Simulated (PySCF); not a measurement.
Gas-phase reaction: 4 (CH₃)₃SiH → 2 Si₂H₅ + 3 C₄H₁₀ (n-butane). Level: ωB97X-V/def2-TZVP†; standard pressure 1 bar.

Method: PySCF energies plus ideal-gas RRHO corrections (1 bar). S°(298 K) at PBE0/def2-TZVP differs from the NASA 1993 table for C₄H₁₀ (n-butane) (-9 J/mol/K); whether the harmonic model or the table's entry is off was not settled. † marks an energy on the PBE0/def2-TZVP geometry and frequencies. Open shells (unrestricted): Si₂H₅ (multiplicity 2); the rest are closed-shell singlets. Si₂H₅: computed as isolated molecules; such fragments, hydroxides, amides, oligomers or adducts are transient or little studied in the gas. The harmonic model lacks anharmonicity and excited electronic states, which grow with temperature; levels with a mode under 35 cm⁻¹ are left out. Internal rotation in (CH₃)₃SiH, Si₂H₅, C₄H₁₀ (n-butane) is treated as a harmonic vibration of one conformer, which makes the entropy rough.

```
T (K)  1000/T (1/K)  log10 K
-----  ------------  -------
1000         1.0000   -27.67
1200         0.8333   -22.11
1400         0.7143   -18.15
1600         0.6250   -15.20
1800         0.5556        ?
2000         0.5000   -11.09
```

### Question
Fit log10 K = a + b·(1000/T) to the five rows, get the mean ΔH° and ΔS°, and predict log10 K at 1800 K.

### Answer
Means: 1000/T = 0.7345, log10 K = -18.844. Sums of products about the means: Sxy = -4.89733, Sxx = 0.147640, so b = Sxy/Sxx = -33.17 and a = -18.844 − (-33.17)×0.7345 = 5.52.
ΔH° = −R ln 10 × 1000 K × b = −19.145 × (-33.17) = 635 kJ; ΔS° = R ln 10 × a = 106 J/K. The run's own values go from 641 kJ and 111 J/K at 1000 K to 626 kJ and 101 J/K at 2000 K.
Prediction at 1800 K: 5.52 + (-33.17)×0.5556 = -12.91. The computed value is -12.91, 0.00 from the line.
For scale, ΔH°(298 K) is 666 kJ at this level, 703 kJ at ωB97M-V/def2-TZVP†, and runs from 124 to 703 kJ over the 18 levels computed.
